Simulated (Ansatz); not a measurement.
**CH₂N radical (SMILES C=[N]): functionals against CCSD(T) at one geometry**

How do the functionals fare away from a minimum? The structure is a structure displaced at random from a GFN2-xTB minimum.

Method: single points in def2-TZVPP; program: Ansatz 0.2.0, Gaussian basis.

Cores are frozen in the correlated methods. Orbitals are unrestricted.

### Step 1. Starting geometry

SMILES `C=[N]`, 4 atoms, charge 0, spin multiplicity 2.

Atoms are counted from 1 here; the program's logs count them from 0.

Bond lengths: C1–N2 1.220 Å, C1–H3 1.152 Å, C1–H4 1.071 Å. Angles: N2–C1–H3 120.1°, N2–C1–H4 124.2°, H3–C1–H4 112.7°.

Geometry (Å):

```
C     0.0535    0.0107   -0.0742
N     0.6226    0.6234    0.8139
H    -0.8751    0.4621   -0.5845
H     0.1316   -1.0471   -0.2201
```

### Step 2. CCSD(T)/def2-TZVPP

Input file run/in.yaml:

```yaml
crystal:
  periodic: [false, false, false]
  atoms:
    - {symbol: C, position_ang: [0.053500, 0.010700, -0.074200]}
    - {symbol: N, position_ang: [0.622600, 0.623400, 0.813900]}
    - {symbol: H, position_ang: [-0.875100, 0.462100, -0.584500]}
    - {symbol: H, position_ang: [0.131600, -1.047100, -0.220100]}
basis:
  gaussian: {orbitals: def2-TZVPP}
magnetization: {spin_polarized: true, initial_magnetization: 1}
correlation: {method: ccsd_t}
scf: {omitted_lower_state_checks: [cluster_reference]}
output: {forces: true}
```

No record of the launch command was kept for these runs.

### Step 3. PBE0-D4/def2-TZVPP

Edit run/in.yaml of step 2 so:

```diff
@@ -10,4 +10,3 @@
 magnetization: {spin_polarized: true, initial_magnetization: 1}
-correlation: {method: ccsd_t}
-scf: {omitted_lower_state_checks: [cluster_reference]}
-output: {forces: true}
+hamiltonian: {xc: pbe0, dispersion: d4}
+output: {forces: true, orbitals: {seedname: orbitals}}
```

### Step 4. wB97M-V/def2-TZVPP

Edit run/in.yaml of step 3 so:

```diff
@@ -10,3 +10,3 @@
 magnetization: {spin_polarized: true, initial_magnetization: 1}
-hamiltonian: {xc: pbe0, dispersion: d4}
-output: {forces: true, orbitals: {seedname: orbitals}}
+hamiltonian: {xc: {name: wB97M-V}}
+output: {forces: true}
```

### Step 5. r2SCAN-D4/def2-TZVPP

Edit run/in.yaml of step 4 so:

```diff
@@ -10,3 +10,3 @@
 magnetization: {spin_polarized: true, initial_magnetization: 1}
-hamiltonian: {xc: {name: wB97M-V}}
+hamiltonian: {xc: r2scan, dispersion: d4}
 output: {forces: true}
```

### Step 6. PBE-D4/def2-TZVPP

Edit run/in.yaml of step 5 so:

```diff
@@ -10,3 +10,3 @@
 magnetization: {spin_polarized: true, initial_magnetization: 1}
-hamiltonian: {xc: r2scan, dispersion: d4}
+hamiltonian: {xc: pbe, dispersion: d4}
 output: {forces: true}
```

### Step 7. B97M-V/def2-TZVPP

Edit run/in.yaml of step 6 so:

```diff
@@ -10,3 +10,3 @@
 magnetization: {spin_polarized: true, initial_magnetization: 1}
-hamiltonian: {xc: pbe, dispersion: d4}
+hamiltonian: {xc: {name: B97M-V}}
 output: {forces: true}
```

### Step 8. BHLYP-D4/def2-TZVPP

Edit run/in.yaml of step 7 so:

```diff
@@ -10,3 +10,3 @@
 magnetization: {spin_polarized: true, initial_magnetization: 1}
-hamiltonian: {xc: {name: B97M-V}}
+hamiltonian: {xc: {name: BHLYP}, dispersion: d4}
 output: {forces: true}
```

(Steps that only read results are left out.)

**Question.** What will these runs give? Wanted: energy less free atoms, CCSD(T)/def2-TZVPP; RMS force component; RMS force error; HOMO and LUMO, PBE0-D4; T1 diagnostic.

The runs gave:

```
                                  quantity                                                                                           value
energy less free atoms, CCSD(T)/def2-TZVPP                                                                                 -328.0 kcal/mol
                       RMS force component                                                            0.986 to 1.272 eV/Å over the methods
                           RMS force error  PBE0-D4 0.411, wB97M-V 0.432, r2SCAN-D4 0.363, PBE-D4 0.317, B97M-V 0.455, BHLYP-D4 0.581 eV/Å
                    HOMO and LUMO, PBE0-D4                                                                              -7.69 and -2.37 eV
                             T1 diagnostic                                                                                           0.041
```

Against CCSD(T) the functionals' energies less atoms differ by -28.9 to -1.4 kcal/mol, PBE-D4 by -28.9 kcal/mol. The reference is not at the basis limit: in triple zeta CCSD(T) underbinds, which counts against methods that bind more; the gaps are no ranking. The forces of PBE-D4 come nearest to CCSD(T), those of BHLYP-D4 are farthest. Frozen-core CCSD(T) forces in triple zeta carry basis errors of their own, and this is one geometry, so small gaps rank nothing. The unrestricted reference is spin-contaminated, which hurts MP2 most.
